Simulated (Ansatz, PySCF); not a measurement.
Molecule: CH3NO, charge 0, multiplicity 1. 
Structure (B3LYP-D3(BJ)/def2-TZVP (Ansatz, a program for electronic structure) minimum search):
```xyz
6

N     -1.0698     0.1943     0.1075
C      0.2724     0.3136    -0.0479
O      1.0507    -0.6113    -0.0819
H     -1.4767    -0.7220     0.2042
H     -1.6667     1.0020     0.1281
H      0.5920     1.3678    -0.1427
```

Property: atomisation energy (electronic, to ground-state atoms), in eV. Cores are frozen in the correlated levels unless marked. Open shells are spin-unrestricted. No spin-orbit coupling. No relativistic terms. The coupled-cluster limit lacks core correlation, which all-electron functionals hold. CBS(X,Y): correlation extrapolated as X^-3; Hartree-Fock from the larger set. The bracket is a focal-point correction in the basis named.

| level | program | atomisation energy (eV) |
|---|---|---|
| HF-D4/def2-TZVPD | PySCF + dftd4 | 16.53 |
| SVWN5/def2-TZVPD | Ansatz | 29.04 |
| M06-L-D4/def2-TZVPD | PySCF + dftd4 | 24.41 |
| PBE0-D4/def2-TZVP | Ansatz + dftd4 | 24.71 |
| TPSSh-D4/def2-TZVPD | PySCF + dftd4 | 24.53 |
| r2SCANh/def2-TZVPD | Ansatz | 24.34 |
| HSE06-D3(BJ)/def2-TZVPD | Ansatz + dftd3 | 24.75 |
| B2PLYP-D3(BJ)/def2-TZVPD | Ansatz + dftd3 | 24.49 |
| PBE-QIDH/def2-TZVPD | Ansatz | 24.23 |
| MP2/aug-cc-pVTZ | Ansatz | 24.59 |
| SCS-MP2/cc-pVDZ | Ansatz | 22.59 |
| CCSD/6-31G | Ansatz | 19.62 |
| CCSD(T) with core electrons/cc-pwCVTZ | Ansatz | 23.88 |
| RI-MP2/CBS(cc-pVTZ,cc-pVQZ)+[CCSD(T)-MP2]/cc-pVDZ | Ansatz | 24.66 |
| RI-MP2/CBS(aug-cc-pVTZ,aug-cc-pVQZ)+[CCSD(T)-MP2]/aug-cc-pVTZ | Ansatz | 24.60 |
